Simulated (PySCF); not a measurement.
# SH₆: a search over shapes

Which structure of SH₆ lies lowest? The starts are octahedral and trigonal prismatic; the spin state tried: singlet. Each end point is tested by its vibrations.

The runs use PySCF 2.14.0; PBE0, basis S def2-TZVP, H def2-TZVP, no relativity, density fitting.

### Step 1. The starting structure

7 atoms, charge 0, spin multiplicity 1.

Bond lengths: S1–H2 1.350 Å, S1–H3 1.350 Å, S1–H4 1.350 Å, S1–H5 1.350 Å, S1–H6 1.350 Å, S1–H7 1.350 Å. Angles: H2–S1–H3 180.0°, H2–S1–H4 90.0°, H2–S1–H5 90.0°, H2–S1–H6 90.0°, H2–S1–H7 90.0°, H3–S1–H4 90.0°, H3–S1–H5 90.0°, H3–S1–H6 90.0°, H3–S1–H7 90.0°, H4–S1–H5 90.0°, H4–S1–H6 180.0°, H4–S1–H7 90.0°, H5–S1–H6 90.0°, H5–S1–H7 180.0°, H6–S1–H7 90.0°.

Coordinates in bohr (charge 0 multiplicity 1):
```
S     0.0000    0.0000    0.0000
H     0.0000    0.0000    2.5511
H     0.0000    0.0000   -2.5511
H     2.5511    0.0000    0.0000
H     0.0000    2.5511    0.0000
H    -2.5511    0.0000    0.0000
H     0.0000   -2.5511    0.0000
```

### Step 2. Relaxation: octahedral start, singlet

The steps below are one call of a driver around PySCF. For each, scf.py gives the equivalent set-up of the SCF; relaxations use the driver's own optimiser. Before each start the driver seeks the lowest SCF state from one or more starting densities and follows internal instabilities, so scf.py alone need not reach the same state.

The program finds Oh symmetry in the start, which this walk keeps.

scf.py

```python
from pyscf import gto, scf, dft
mol = gto.M(atom='''
S     -0.000000     0.000000     0.000000
H     -0.000000     0.000000     1.350000
H      0.000000    -0.000000    -1.350000
H      1.350000    -0.000000    -0.000000
H      0.000000     1.350000    -0.000000
H     -1.350000     0.000000     0.000000
H     -0.000000    -1.350000     0.000000''',
    basis={'S': 'def2-TZVP', 'H': 'def2-TZVP'},
    charge=0, spin=0)
mf = dft.RKS(mol, xc='PBE0')
mf.grids.atom_grid = (50, 194)
aux = {'S': 'def2-universal-JKFIT', 'H': 'def2-universal-JKFIT'}
mf = mf.density_fit(auxbasis=aux)
mf.kernel()
```

Steps of the walk:

| step | energy (Eh) | change (kJ/mol) | largest symmetric gradient (Eh/bohr) |
| --- | --- | --- | --- |
| 0 | -401.430729 | 0.00 | 0.02790 |
| 1 | -401.439483 | -22.98 | 0.00648 |
| 2 | -401.440062 | -24.50 | 0.00096 |
| 3 | -401.440075 | -24.54 | 0.00004 |

The walk took 2.3 s on 4 threads, shared host.

It settles in Oh symmetry, 24.5 kJ/mol below the start, after 3 steps: S–H 1.412 Å (×6); H–S–H 90.0° (×12), H–S–H 180.0° (×3).

### Step 3. Frequencies

The point is checked on the finer grid, and tightened if its gradient asks for it. The Hessian and the dipole derivatives come from central differences of analytic gradients, with steps of 0.01 bohr.

scf.py, as its differences from that of step 2:

```diff
@@ -3,7 +3,7 @@
-S     -0.000000     0.000000     0.000000
-H     -0.000000     0.000000     1.350000
-H      0.000000    -0.000000    -1.350000
-H      1.350000    -0.000000    -0.000000
-H      0.000000     1.350000    -0.000000
-H     -1.350000     0.000000     0.000000
-H     -0.000000    -1.350000     0.000000''',
+S     -0.000000     0.000000    -0.000000
+H      0.000000     0.000000     1.412285
+H     -0.000000    -0.000000    -1.412285
+H      1.412285    -0.000000    -0.000000
+H      0.000000     1.412285    -0.000000
+H     -1.412285     0.000000     0.000000
+H     -0.000000    -1.412285     0.000000''',
@@ -13 +13 @@
-mf.grids.atom_grid = (50, 194)
+mf.grids.atom_grid = (75, 302)
```

This SCF starts from the last density.

SCF at the final geometry:

```text
init E= -401.440059131621
  HOMO = -0.249507373395881  LUMO = -0.0285711709516292  gap/eV = 6.01198
cycle= 1 E= -401.440059131598  delta_E= 2.24e-11  |g|= 2.31e-05  |ddm|= 3.67e-05
  HOMO = -0.249511913152566  LUMO = -0.0285746170089531  gap/eV = 6.01201
cycle= 2 E= -401.440059131571  delta_E= 2.72e-11  |g|= 2.54e-05  |ddm|= 4.05e-05
  HOMO = -0.249509532334343  LUMO = -0.0285728095869118  gap/eV = 6.01199
cycle= 3 E= -401.440059131716  delta_E= -1.45e-10  |g|= 1.31e-08  |ddm|= 2.13e-05
  HOMO = -0.24950953304042  LUMO = -0.0285728100824834  gap/eV = 6.01199
cycle= 4 E= -401.440059131716  delta_E=    0  |g|= 7.54e-09  |ddm|= 5.73e-09
  HOMO = -0.249509534840878  LUMO = -0.0285728113785062  gap/eV = 6.01199
Extra cycle  E= -401.440059131716  delta_E= 3.41e-13  |g|= 8.01e-09  |ddm|= 1.5e-08
converged SCF energy = -401.440059131716
```

The whole step took 5.9 s.

Geometry: Oh; S–H 1.412 Å (×6); H–S–H 90.0° (×12), H–S–H 180.0° (×3).

Modes, for the most abundant isotopes:

| symmetry | ω (cm⁻¹) | IR (km/mol) | type |
| --- | --- | --- | --- |
| t2u | 1352 | 0.0 | bend |
| t1u | 1378 | 292 | bend |
| t2g | 1392 | 0.0 | bend |
| eg | 2004 | 0.0 | stretch |
| t1u | 2113 | 2400 | stretch |
| a1g | 2294 | 0.0 | stretch |

All wavenumbers are real: a minimum.

Constants and moments:

```yaml
Dipole_moment: 0.00 D
Highest_occupied_level: -6.79 eV
Lowest_empty_level: -0.78 eV
Rotational_constants: 2.097, 2.097, 2.097 cm⁻¹
Zero-point_energy: 149.6 kJ/mol
Principal_polarisabilities: 34.2, 34.2, 34.2 bohr³
Atomisation_energy_without_zero-point_energy: 1208 kJ/mol
Principal_traceless_quadrupole_moments_about_the_centre_of_mass: 0.00, 0.00, 0.00 D Å
Entropy_at_298.15_K_and_1_bar: 203.1 J/(mol K)
Heat_capacity_Cp_at_298.15_K: 37.8 J/(mol K)
Enthalpy_at_298.15_K_above_0_K: 10.12 kJ/mol
Rotational_symmetry_number: 24
```

Charges (e) and bond orders:

```json
{"atom": "S1", "Mulliken": "-0.20", "Löwdin": "0.23", "polar tensor": "1.78", "Mayer order to S1": "–"}
{"atom": "H2,3,4,5,6,7", "Mulliken": "0.03", "Löwdin": "-0.04", "polar tensor": "-0.30", "Mayer order to S1": "0.81"}
```

Outer orbital energies (eV). occupied: -164.25, -164.25, -23.11, -13.84, -13.84, -13.84, -6.79, -6.79; empty: -0.78, 2.40, 2.40, 2.40.

Mulliken populations on S1: s 5.55, p 9.77, d 0.86, f 0.01.

### Step 4. Relaxing the singlet from the trigonal prismatic start

The program finds D3h symmetry in the start, which this walk keeps. Threshold on the gradient: 0.0003 Eh/bohr, with a further test on the energy change.

scf.py, as its differences from that of step 3:

```diff
@@ -3,7 +3,7 @@
-S     -0.000000     0.000000    -0.000000
-H      0.000000     0.000000     1.412285
-H     -0.000000    -0.000000    -1.412285
-H      1.412285    -0.000000    -0.000000
-H      0.000000     1.412285    -0.000000
-H     -1.412285     0.000000     0.000000
-H     -0.000000    -1.412285     0.000000''',
+S      0.000000    -0.000000    -0.000000
+H      1.018887    -0.000018     0.885700
+H     -0.509428     0.882391     0.885700
+H     -0.509459    -0.882373     0.885700
+H      1.018887    -0.000018    -0.885700
+H     -0.509428     0.882391    -0.885700
+H     -0.509459    -0.882373    -0.885700''',
@@ -13 +13 @@
-mf.grids.atom_grid = (75, 302)
+mf.grids.atom_grid = (50, 194)
```

Steps of the walk:

| step | energy (Eh) | change (kJ/mol) | largest symmetric gradient (Eh/bohr) |
| --- | --- | --- | --- |
| 0 | -401.319122 | 0.00 | 0.02999 |
| 1 | -401.335852 | -43.92 | 0.00875 |
| 2 | -401.337495 | -48.24 | 0.00186 |
| 3 | -401.337564 | -48.42 | 0.00012 |
| 4 | -401.337565 | -48.42 | 0.00000 |

The walk took 2.6 s.

After 4 steps and 48.4 kJ/mol it ends at D3h: S–H 1.439 Å (×6); H–S–H 80.3° (×6), H–S–H 83.8° (×3), H–S–H 136.3° (×6).

### Step 5. Frequencies

The same treatment as at the point before.

scf.py, as its differences from that of step 4:

```diff
@@ -3,7 +3,7 @@
-S      0.000000    -0.000000    -0.000000
-H      1.018887    -0.000018     0.885700
-H     -0.509428     0.882391     0.885700
-H     -0.509459    -0.882373     0.885700
-H      1.018887    -0.000018    -0.885700
-H     -0.509428     0.882391    -0.885700
-H     -0.509459    -0.882373    -0.885700''',
+S     -0.000000    -0.000000    -0.000000
+H      1.071372    -0.000019     0.960694
+H     -0.535670     0.927845     0.960694
+H     -0.535702    -0.927826     0.960694
+H      1.071372    -0.000019    -0.960694
+H     -0.535670     0.927845    -0.960694
+H     -0.535702    -0.927826    -0.960694''',
@@ -13 +13 @@
-mf.grids.atom_grid = (50, 194)
+mf.grids.atom_grid = (75, 302)
```

SCF at the final geometry:

```text
init E= -401.337603378943
  HOMO = -0.225165056744971  LUMO = -0.0497183786823925  gap/eV = 4.77415
cycle= 1 E= -401.337603378932  delta_E= 1.14e-11  |g|= 1.56e-05  |ddm|= 2.72e-05
  HOMO = -0.225167990546082  LUMO = -0.0497208718201669  gap/eV = 4.77416
cycle= 2 E= -401.337603378915  delta_E= 1.63e-11  |g|= 1.78e-05  |ddm|= 3.09e-05
  HOMO = -0.225166445588833  LUMO = -0.049719545900718  gap/eV = 4.77415
cycle= 3 E= -401.337603378987  delta_E= -7.13e-11  |g|= 9.13e-08  |ddm|= 1.64e-05
  HOMO = -0.225166431708402  LUMO = -0.0497195444268748  gap/eV = 4.77415
Extra cycle  E= -401.337603378989  delta_E= -2.67e-12  |g|= 6.25e-08  |ddm|= 1.82e-07
converged SCF energy = -401.337603378989
```

The whole step took 7.8 s.

Geometry: D3h; S–H 1.439 Å (×6); H–S–H 80.3° (×6), H–S–H 83.8° (×3), H–S–H 136.3° (×6).

Harmonic modes (main isotopes):

| symmetry | ω (cm⁻¹) | IR (km/mol) | μ (u) | type |
| --- | --- | --- | --- | --- |
| a1'' | 1357i | 0.0 | 1.01 | bend |
| e'' | 990 | 0.0 | 1.01 | bend |
| e' | 1239 | 530 | 1.15 | bend |
| a2'' | 1402 | 84.6 | 1.10 | bend |
| e'' | 1669 | 0.0 | 1.01 | stretch |
| e' | 1709 | 24.5 | 1.01 | bend |
| a1' | 1837 | 0.0 | 1.01 | bend |
| a2'' | 1922 | 1403 | 1.09 | stretch |
| e' | 1942 | 741 | 1.03 | stretch |
| a1' | 2152 | 0.0 | 1.01 | stretch |

With 1 mode imaginary (up to 1357i cm⁻¹) this point is a saddle.

Constants and moments:

```
Dipole moment                                                   : 0.00 D
Highest occupied level                                          : -6.13 eV
Lowest empty level                                              : -1.35 eV
Rotational constants                                            : 2.429, 1.862, 1.862 cm⁻¹
Zero-point energy (real modes)                                  : 134.1 kJ/mol
Principal polarisabilities                                      : 30.7, 30.7, 43.5 bohr³
Atomisation energy without zero-point energy                    : 939 kJ/mol
Principal traceless quadrupole moments about the centre of mass : -1.15, 0.57, 0.57 D Å
```

Charges (e) and bond orders:

```json
{"atom": "S1", "Mulliken": "-0.25", "Löwdin": "0.23", "polar tensor": "1.86", "Mayer order to S1": "–"}
{"atom": "H2,3,4,5,6,7", "Mulliken": "0.04", "Löwdin": "-0.04", "polar tensor": "-0.31", "Mayer order to S1": "0.81"}
```

Mulliken populations on S1: s 5.59, p 9.71, d 0.92, f 0.03.

### Step 6. Downhill along the imaginary mode

The atoms are moved a little along the softest imaginary mode and relaxed again.

The program finds D3 symmetry in the start, which this walk keeps. Threshold on the gradient: 0.0003 Eh/bohr, with a further test on the energy change.

scf.py, as its differences from that of step 5:

```diff
@@ -3,7 +3,7 @@
-S     -0.000000    -0.000000    -0.000000
-H      1.071372    -0.000019     0.960694
-H     -0.535670     0.927845     0.960694
-H     -0.535702    -0.927826     0.960694
-H      1.071372    -0.000019    -0.960694
-H     -0.535670     0.927845    -0.960694
-H     -0.535702    -0.927826    -0.960694''',
+S     -0.000000     0.000000     0.000000
+H      1.071370    -0.120019     0.960694
+H     -0.431746     0.987843     0.960694
+H     -0.639624    -0.867824     0.960694
+H      1.071374     0.119981    -0.960694
+H     -0.639594     0.867847    -0.960694
+H     -0.431780    -0.987828    -0.960694''',
@@ -13 +13 @@
-mf.grids.atom_grid = (75, 302)
+mf.grids.atom_grid = (50, 194)
```

Energy and gradient, step by step:

| step | energy (Eh) | change (kJ/mol) | largest symmetric gradient (Eh/bohr) |
| --- | --- | --- | --- |
| 0 | -401.347720 | 0.00 | 0.01394 |
| 1 | -401.372435 | -64.89 | 0.02040 |
| 2 | -401.406426 | -154.13 | 0.01865 |
| 3 | -401.436632 | -233.44 | 0.00921 |
| 4 | -401.439736 | -241.59 | 0.00353 |
| 5 | -401.440031 | -242.36 | 0.00075 |
| 6 | -401.440043 | -242.39 | 0.00003 |

The walk took 4 s on 4 threads, shared host.

Geometry (Å) and forces (eV/Å) at some steps:

```
step 0
S    0.000   0.000   0.000  -0.006   0.000   0.000
H    1.071  -0.120   0.961  -0.093  -0.719  -0.191
H   -0.432   0.988   0.961   0.669   0.274  -0.191
H   -0.640  -0.868   0.961  -0.573   0.439  -0.190
H    1.071   0.120  -0.961  -0.093   0.719   0.191
H   -0.640   0.868  -0.961  -0.573  -0.439   0.190
H   -0.432  -0.988  -0.961   0.669  -0.274   0.191
step 1
S    0.000   0.000   0.000  -0.010   0.000   0.000
H    1.066  -0.235   0.943  -0.226  -1.049  -0.380
H   -0.329   1.041   0.943   1.024   0.327  -0.381
H   -0.737  -0.806   0.943  -0.794   0.720  -0.380
H    1.066   0.235  -0.943  -0.226   1.049   0.380
H   -0.737   0.806  -0.943  -0.794  -0.720   0.380
H   -0.329  -1.041  -0.943   1.024  -0.327   0.381
step 3
S    0.000   0.000   0.000   0.000   0.000   0.000
H    1.030  -0.558   0.850  -0.474   0.037  -0.457
H   -0.032   1.171   0.850   0.204  -0.428  -0.456
H   -0.998  -0.613   0.850   0.270   0.391  -0.457
H    1.030   0.558  -0.850  -0.474  -0.037   0.457
H   -0.998   0.613  -0.850   0.269  -0.391   0.457
H   -0.032  -1.171  -0.850   0.204   0.428   0.456
step 6
S    0.000   0.000   0.000   0.000   0.000   0.000
H    0.999  -0.577   0.815  -0.002   0.000   0.000
H    0.000   1.153   0.815   0.000  -0.001   0.001
H   -0.999  -0.577   0.815   0.002   0.000   0.000
H    0.999   0.577  -0.815  -0.002   0.000   0.000
H   -0.999   0.577  -0.815   0.002   0.000   0.000
H    0.000  -1.153  -0.815   0.000   0.001  -0.001
```

After 6 steps and 242.4 kJ/mol it ends at Oh: S–H 1.413 Å (×6); H–S–H 90.0° (×12), H–S–H 180.0° (×3).

### Step 7. All stationary points

| spin | group | bonds | imaginary modes (cm⁻¹) | ΔE (kJ/mol) | with zero-point energy |
| --- | --- | --- | --- | --- | --- |
| singlet | Oh | S–H 1.412 Å (×6) | none | 0.0 | 0.0 |
| singlet | D3h | S–H 1.439 Å (×6) | 1357i | 269.0 | – |

### Step 8. What came out

```
                                 quantity                                                                  value
                           lowest minimum                                                            singlet, Oh
                                 geometry                 S–H 1.412 Å (×6); H–S–H 90.0° (×12), H–S–H 180.0° (×3)
                       wavenumbers (cm⁻¹)  1352 (t2u), 1378 (t1u), 1392 (t2g), 2004 (eg), 2113 (t1u), 2294 (a1g)
                            dipole moment                                                                 0.00 D
     highest occupied, lowest empty level                                                        -6.79, -0.78 eV
                polar-tensor charge of S1                                                                +1.78 e
                        zero-point energy                                                           149.6 kJ/mol
                      entropy at 298.15 K                                                        203.1 J/(mol K)
atomisation energy (no zero-point energy)                                                            1208 kJ/mol
```

What this shows: The lowest minimum found is the singlet of Oh symmetry. In the infrared the band at 2113 cm⁻¹ (t1u, stretch) leads. S1 has a polar-tensor charge of +1.8 e (a dipole derivative, not a static charge), yet symmetry cancels the bond dipoles. A search over typed starts can miss a lower isomer.

The search up to here took 24 s.
